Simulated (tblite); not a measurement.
C3H7O2 (charge -1).
Atom-mapped SMILES: `[CH3:1][O:2][CH2:3][CH2:4][O-:5]` (hydrogens: H6, H7, H8 on C1; H9, H10 on C3; H11, H12 on C4)

Computed with GFN2-xTB (tblite), gas phase: Langevin dynamics at 300 K from the optimised GFN2-xTB geometry, time step 0.5 fs, friction 0.01 fs⁻¹, 2000 steps.

The start geometry, which sets the zero of energy:
```
atom  x, y, z in Å
C1     -1.576    0.310   -0.083
O2     -0.880   -0.911    0.089
C3      0.473   -0.800   -0.335
C4      1.294    0.311    0.417
O5      1.016    1.549    0.094
H6     -2.020    0.357   -1.091
H7     -2.374    0.345    0.662
H8     -0.873    1.147    0.049
H9      0.908   -1.790   -0.150
H10     0.501   -0.590   -1.417
H11     2.387    0.009    0.216
H12     1.145    0.065    1.524
```

Question: These frames come from the run, each turned onto the start geometry. Order them by potential energy, lowest first.
A.
```
atom  x, y, z in Å
C1     -1.659    0.370   -0.121
O2     -0.807   -0.783    0.062
C3      0.539   -0.784   -0.380
C4      1.395    0.324    0.408
O5      1.059    1.544    0.155
H6     -2.102    0.443   -1.115
H7     -2.424    0.218    0.670
H8     -1.115    1.291    0.169
H9      0.900   -1.812   -0.059
H10     0.547   -0.849   -1.501
H11     2.519    0.006    0.245
H12     1.149    0.031    1.440
```
B.
```
atom  x, y, z in Å
C1     -1.604    0.247   -0.029
O2     -0.857   -0.899    0.179
C3      0.458   -0.750   -0.452
C4      1.351    0.373    0.378
O5      1.410    1.629   -0.028
H6     -1.995    0.316   -1.096
H7     -2.468    0.199    0.652
H8     -1.116    1.182    0.183
H9      0.889   -1.699   -0.173
H10     0.416   -0.576   -1.518
H11     2.490   -0.204    0.477
H12     1.028    0.182    1.400
```
C.
```
atom  x, y, z in Å
C1     -1.557    0.331   -0.112
O2     -0.889   -0.886    0.082
C3      0.464   -0.834   -0.332
C4      1.321    0.296    0.442
O5      0.996    1.556    0.202
H6     -2.008    0.361   -1.123
H7     -2.380    0.313    0.549
H8     -0.851    1.178    0.138
H9      0.873   -1.773   -0.061
H10     0.404   -0.691   -1.453
H11     2.379    0.126    0.129
H12     1.249    0.022    1.511
```
D.
```
atom  x, y, z in Å
C1     -1.577    0.298   -0.016
O2     -0.901   -0.922   -0.046
C3      0.481   -0.791   -0.429
C4      1.262    0.348    0.405
O5      1.133    1.522   -0.063
H6     -2.206    0.382   -0.952
H7     -2.278    0.333    0.812
H8     -0.762    1.059   -0.049
H9      1.010   -1.777   -0.211
H10     0.514   -0.564   -1.469
H11     2.462   -0.076    0.511
H12     0.863    0.188    1.481
```

Answer: C (0.236 eV), D (0.340 eV), A (0.411 eV), B (0.485 eV).

In the order of the answer:

```json
{"t (fs)": "300", "E above start (eV)": "0.236", "largest force (eV/Å)": "1.66", "rms force component (eV/Å)": "0.602", "rms distance from start (Å)": "0.094", "rms bond change (Å)": "0.029", "bond most changed (Å)": "C3–C4 +0.043"}
{"t (fs)": "700", "E above start (eV)": "0.340", "largest force (eV/Å)": "1.98", "rms force component (eV/Å)": "0.696", "rms distance from start (Å)": "0.184", "rms bond change (Å)": "0.047", "bond most changed (Å)": "C4–H11 +0.126"}
{"t (fs)": "550", "E above start (eV)": "0.411", "largest force (eV/Å)": "1.75", "rms force component (eV/Å)": "0.554", "rms distance from start (Å)": "0.157", "rms bond change (Å)": "0.026", "bond most changed (Å)": "C4–H12 -0.043"}
{"t (fs)": "875", "E above start (eV)": "0.485", "largest force (eV/Å)": "2.22", "rms force component (eV/Å)": "0.782", "rms distance from start (Å)": "0.209", "rms bond change (Å)": "0.055", "bond most changed (Å)": "C4–H11 +0.129"}
```

The cost below is that of the whole dynamics run. The run took 5.4 s of wall time on Intel Xeon Platinum 8488C, one thread, no GPU (shared host), and the process peaked at 0.18 GiB of memory.
